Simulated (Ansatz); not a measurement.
A calculation with Ansatz (development build ahead of 0.2.0).

```yaml
crystal:
  periodic: [false, false, false]
  atoms:
    - { symbol: C, position_ang: [0.0, 0.0, 0.0] }
    - { symbol: O, position_ang: [1.05424, 0.0, 0.67162] }
    - { symbol: O, position_ang: [-1.05424, 0.0, 0.67162] }
    - { symbol: H, position_ang: [0.0, 0.0, -1.1] }
basis:
  gaussian: { orbitals: def2-SVP }
magnetization:
  spin_polarized: true
  initial_magnetization: 1
hamiltonian:
  xc: hf
scf:
  omitted_lower_state_checks: [stability, starts, atomic_configurations, cluster_reference, orbital_swaps, given_window_search, neighbouring_geometries, increment]
output:
  forces: true
```

The input is written out in the form of the current development build from the run's settings.

Output:

```yaml
Converged: yes
Total_energy: -187.94136 hartree
Spin_squared_of_the_determinant: 0.788
```

Forces (eV/Å):
| atom | Fx | Fy | Fz |
| --- | --- | --- | --- |
| C1 | 0.000 | 0.000 | 1.492 |
| O2 | -2.059 | 0.000 | -0.808 |
| O3 | 2.059 | 0.000 | -0.808 |
| H4 | 0.000 | 0.000 | 0.124 |

This is not the lowest solution: another run reaches a determinant 0.79 eV lower.
